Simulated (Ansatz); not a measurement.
Pulling on the N2–H3 bond in hydrogen isocyanide (SMILES [C-]#[NH+]) (multiplicity 1 held, fragments rigid). Energies count from the point at 0.997 Å.
Geometry at that point (charge 0, multiplicity 1):
```xyz
3

C      0.00000     0.00000    -0.73642
N      0.00000     0.00000     0.42763
H      0.00000     0.00000     1.42508
```

Signs of static correlation in cc-pVTZ, from Ansatz (a quantum-chemistry and plane-wave program) runs.

```tsv
R (Å)	T1 of restricted CCSD	⟨S²⟩ of UHF	largest double amplitude of restricted CCSD
0.798	0.016	0.000	0.071
0.898	0.016	0.000	0.071
0.997	0.016	0.000	0.071
1.097	0.017	0.000	0.070
1.197	0.018	0.000	0.070
1.347	0.021	0.000	0.070
1.496	[?]	0.000	0.085
1.746	0.043	0.484	0.111
1.995	[?]	1.373	0.194
2.294	0.105	1.378	0.396
2.693	0.136	1.378	0.674
3.192	0.146	1.377	0.873
```

What belongs in the gaps?


- 1.496, T1 of restricted CCSD: 0.026
- 1.995, T1 of restricted CCSD: 0.070

Doubts at one or more of the structures used: a restricted determinant that unrestricted orbitals would lower (R-CCSD(T)/cc-pVTZ); T1 above 0.05 (R-CCSD(T)/cc-pVTZ, U-CCSD(T)/cc-pVTZ); other coupled-cluster roots lie near (R-CCSD(T)/cc-pVTZ); a spin-contaminated determinant (U-CCSD(T)/cc-pVTZ); the program's own flag: large difference (U-CCSD(T)/cc-pVTZ).
